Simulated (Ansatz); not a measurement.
Reaction: C2H4 (ethene, SMILES C=C) → C2H3 (SMILES C=[CH], doublet) + H (doublet) (the C-H bond breaks)
Each species at its own B3LYP-D3(BJ)/def2-TZVP minimum (Ansatz, a first-principles code).

Quantity: bond dissociation energy (electronic), in kcal/mol. Open shells are spin-unrestricted; no spin-orbit coupling. CBS(X,Y): correlation extrapolated as X^-3, Hartree-Fock from the larger set (Q,5: extrapolated as (X+1)exp(-9√X)). A bracket is a step between two methods taken in the basis named. The functionals are non-relativistic, so their misses hold any scalar relativity. Double hybrids freeze cores in their MP2 part. '+ core + X2C': CCSD(T) terms for core correlation (cc-pwCVTZ) and scalar relativity (cc-pVTZ-DK). Where a partner has so few electrons that a lower coupled-cluster level is exact, that level stands in. The UHF reference of C2H3 ([CH]=C, doublet) is spin-contaminated (<S^2> up to 0.19 over the pure value in the sets run).

CCSD(T)/CBS(cc-pVQZ,cc-pV5Z) + [CCSDT(Q) - CCSD(T)]/cc-pVTZ + core + X2C (Ansatz) gives 118.0 kcal/mol.

**Question.** How far off this value is PBE/def2-TZVPD (Ansatz), in which direction, and which of these levels come nearer: r2SCAN/def2-TZVPD, B3LYP/def2-TZVPD, B2PLYP/def2-TZVPD, CCSD(T)/CBS(cc-pVQZ,cc-pV5Z) + core + X2C?

**Answer.** PBE gives 113.5 kcal/mol, 4.5 kcal/mol below it. Differences of the others: r2SCAN/def2-TZVPD (Ansatz) -5.8; B3LYP/def2-TZVPD (Ansatz) -2.3; B2PLYP/def2-TZVPD (Ansatz) -2.1; CCSD(T)/CBS(cc-pVQZ,cc-pV5Z) + core + X2C (Ansatz) 0.5 kcal/mol. Nearer than PBE: B3LYP/def2-TZVPD, B2PLYP/def2-TZVPD, CCSD(T)/CBS(cc-pVQZ,cc-pV5Z) + core + X2C.
